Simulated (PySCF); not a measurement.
A geometry optimisation, step by step.

Species: C4H5ClO.
Atom-mapped SMILES: `[CH3:1][C@@H:2]1[O:3][CH:4]=[C:5]1[Cl:6]` (hydrogens: H7, H8, H9 on C1; H10 on C2; H11 on C4)

Method: PBE0-D3(BJ)/def2-SVP geometry optimisation, gas phase (PySCF); density fitting, grid level 1; the optimiser is geomeTRIC in internal coordinates, started from a GFN2-xTB structure. The frame can shift and turn from step to step; on so coarse a grid that alone can change the energy by a few meV, and forces under 0.02 eV/Å are noise.

Step 0: E = -18777.6250 eV, largest atomic force 1.013 eV/Å
```
atom  x, y, z in Å  |  force x, y, z in eV/Å
C1      1.415    0.168   -0.371   -0.636  -0.389   0.334
C2      0.229   -0.210    0.485   -0.221   0.452  -0.554
O3     -0.471   -1.397    0.023   -0.036  -0.520  -0.180
C4     -1.608   -0.633   -0.154    0.940   0.163   0.339
C5     -1.073    0.521    0.252    0.054   0.468   0.223
Cl6    -1.561    2.135    0.448   -0.010   0.062  -0.010
H7      1.796    1.134   -0.050    0.198   0.402   0.127
H8      1.115    0.229   -1.414   -0.106   0.058  -0.417
H9      2.197   -0.580   -0.273    0.399  -0.265   0.044
H10     0.503   -0.329    1.535    0.010  -0.089   0.349
H11    -2.536   -1.034   -0.507   -0.591  -0.343  -0.255
```

Step 1: E = -18777.6575 eV, largest atomic force 0.199 eV/Å
```
atom  x, y, z in Å  |  force x, y, z in eV/Å
C1      1.280    0.763   -0.122    0.065   0.087  -0.048
C2      0.091    0.436    0.730    0.030  -0.024   0.150
O3     -0.618   -0.757    0.268   -0.036   0.048   0.014
C4     -1.739    0.026    0.122   -0.147  -0.108  -0.079
C5     -1.202    1.187    0.523    0.041   0.042  -0.015
Cl6    -1.670    2.809    0.717    0.022  -0.085  -0.008
H7      1.697    1.736    0.184   -0.013  -0.046  -0.017
H8      0.986    0.826   -1.180    0.005   0.002   0.019
H9      2.066    0.001   -0.013   -0.034   0.009   0.011
H10     0.356    0.294    1.793   -0.007   0.014  -0.068
H11    -2.688   -0.389   -0.229    0.075   0.060   0.040
```

Step 2: E = -18777.6580 eV, largest atomic force 0.109 eV/Å
```
atom  x, y, z in Å  |  force x, y, z in eV/Å
C1      1.281    0.766   -0.121    0.003   0.004  -0.018
C2      0.092    0.434    0.732   -0.074  -0.017   0.006
O3     -0.621   -0.757    0.271    0.029  -0.104  -0.015
C4     -1.743    0.024    0.120    0.085   0.021   0.023
C5     -1.199    1.183    0.520   -0.045   0.084  -0.004
Cl6    -1.664    2.803    0.712   -0.003   0.012   0.002
H7      1.698    1.738    0.185   -0.004  -0.005   0.006
H8      0.987    0.829   -1.179   -0.002  -0.001   0.004
H9      2.066    0.003   -0.012    0.000  -0.004   0.000
H10     0.357    0.295    1.794    0.002   0.002  -0.008
H11    -2.692   -0.386   -0.228    0.009   0.007   0.004
```

Step 3: E = -18777.6585 eV, largest atomic force 0.026 eV/Å
```
atom  x, y, z in Å  |  force x, y, z in eV/Å
C1      1.280    0.765   -0.121   -0.006  -0.013  -0.003
C2      0.091    0.434    0.733    0.000   0.009  -0.001
O3     -0.620   -0.759    0.272    0.004   0.017   0.000
C4     -1.740    0.024    0.120    0.014   0.007   0.005
C5     -1.199    1.185    0.519   -0.004  -0.015  -0.006
Cl6    -1.664    2.805    0.710    0.000   0.002  -0.001
H7      1.697    1.736    0.185    0.002   0.007   0.007
H8      0.985    0.829   -1.178   -0.003  -0.001  -0.001
H9      2.063    0.001   -0.012    0.007  -0.005  -0.003
H10     0.356    0.295    1.794    0.008   0.001   0.011
H11    -2.688   -0.384   -0.229   -0.023  -0.008  -0.010
```

Step 4: E = -18777.6585 eV, largest atomic force under 0.02 eV/Å
```
atom  x, y, z in Å  |  force x, y, z in eV/Å
C1      1.280    0.765   -0.121    0.001   0.001  -0.003
C2      0.091    0.434    0.734   -0.002  -0.001   0.008
O3     -0.620   -0.759    0.273   -0.002   0.003   0.000
C4     -1.740    0.025    0.119   -0.001  -0.004  -0.001
C5     -1.199    1.185    0.519    0.001  -0.001  -0.004
Cl6    -1.665    2.805    0.709    0.000  -0.001  -0.001
H7      1.698    1.736    0.186    0.002  -0.001   0.001
H8      0.984    0.828   -1.178    0.000   0.001   0.001
H9      2.064    0.000   -0.012   -0.002  -0.001   0.000
H10     0.356    0.296    1.795    0.001   0.002  -0.001
H11    -2.688   -0.384   -0.231    0.001   0.002  -0.001
```

Question: Summarise the path.

Answer: The energy falls by 0.0336 eV from step 0 to step 4; nine tenths of that is first reached at step 1. It falls at every step. The largest force goes from 1.013 to under 0.02 eV/Å. Among the bonds C4–H11 changes most, from 1.071 to 1.091 Å; the atoms move by 0.017 Å rms after alignment.

Question: Follow the three bonds and two angles with the largest change from start to end.

Answer: 
```tsv
step	E above end (eV)	largest force (eV/Å)	C4–H11 (Å)	C1–H7 (Å)	C1–H9 (Å)	O3–C4–C5 (°)	O3–C2–H10 (°)
0	0.0336	1.013	1.071	1.087	1.087	96.3	109.8
1	0.0010	0.199	1.094	1.102	1.101	97.8	108.4
2	0.0005	0.109	1.091	1.101	1.100	97.3	108.5
3	0.0000	0.026	1.090	1.100	1.100	97.6	108.5
4	0.0000	under 0.02	1.091	1.101	1.100	97.6	108.5
```

The cost below is that of the whole optimisation. Hardware: an Arm Neoverse V1 with one thread, no GPU, on a shared host. Cost: 18 s, 0.51 GiB resident at most.
